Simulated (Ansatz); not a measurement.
Mulliken charges of `BCB` from ωB97M-V/def2-TZVPP in Ansatz (PBE0-D4/def2-TZVP geometry).

| atom | x (Å) | y (Å) | z (Å) | charge (e) |
| --- | --- | --- | --- | --- |
| B1 | -0.461 | 0.613 | -1.033 | -0.190 |
| C2 | 0.628 | -0.012 | -0.123 | -0.173 |
| B3 | -0.041 | -0.533 | 1.175 | -0.190 |
| H4 | -1.362 | -0.066 | -1.434 | 0.084 |
| H5 | -0.430 | 1.771 | -1.336 | 0.076 |
| H6 | 1.511 | 0.606 | 0.031 | 0.112 |
| H7 | 0.872 | -0.951 | -0.654 | 0.119 |
| H8 | 0.258 | -0.096 | 2.248 | 0.077 |
| H9 | -0.886 | -1.379 | 1.110 | 0.084 |

Q: By hand: the dipole of these point charges (1 e Å = 4.8032 D).

A: Σ q r = (0.058, -0.053, -0.036) e Å, of length 0.086 e Å = 0.41 D.

Q: How does the dipole of the full density compare? (Estimate.)

A: Computed: (0.149, -0.046, -0.051) e Å, 0.79 D; the point charges give 0.52 times that, at 24° from its direction.

Point charges leave out the atoms' own dipoles, such as those of lone pairs, and Mulliken's split depends on the basis, so the two needn't agree.
